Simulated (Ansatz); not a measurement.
Antifluorite Cu2Se (high-temperature phase) was calculated with PBEsol (PAW; Ansatz, a quantum-chemistry and plane-wave program).

Run with plane-wave cutoff 500 eV, 12×12×12 k mesh, Fermi–Dirac smearing 0.05 eV, no spin polarisation, scalar-relativistic PAW data made under PBE.

Computed at the level's own relaxed cell.

Estimate the volume per atom and lattice parameter a that the calculation returns.


volume per atom: 15.59 Å³/atom
lattice parameter a: 5.719 Å

Note: symmetry holds this phase in the static calculation, where it need not be a minimum; the relaxation could not lower the start's symmetry, so the cell can be a saddle point above a distorted one.

Computed values are for the static lattice.
